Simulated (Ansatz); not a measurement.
Results of LC-ωPBE in Ansatz (PAW) for CsCl-type TlCl.

Settings: plane-wave cutoff 520 eV, 6×6×6 k mesh, scalar-relativistic PAW data made under PBE.

Computed at the level's own relaxed cell.

Hill averages of the elastic tensor: K = 24.9 GPa, G = 11.1 GPa. Volume 28.541 Å³/atom, mean atomic mass 119.918 u.

Question: Work out the density, the sound velocities of a polycrystal and the elastic Debye temperature at this level.

Answer: ρ = 1.66054 × 119.918/28.541 = 6.977 g/cm³. v_l = √[(K + 4G/3)/ρ] = 2.385 km/s and v_t = √(G/ρ) = 1.261 km/s. The mean follows from 3/v_m³ = 1/v_l³ + 2/v_t³: v_m = 1.410 km/s. Θ_D = (ħ/k_B) v_m (6π²/V)^(1/3) = 76.38 K Å s/km × 1.410 × 1.2754 Å⁻¹ = 137 K, counting all atoms of the cell.

Ansatz is a program for electronic structure.
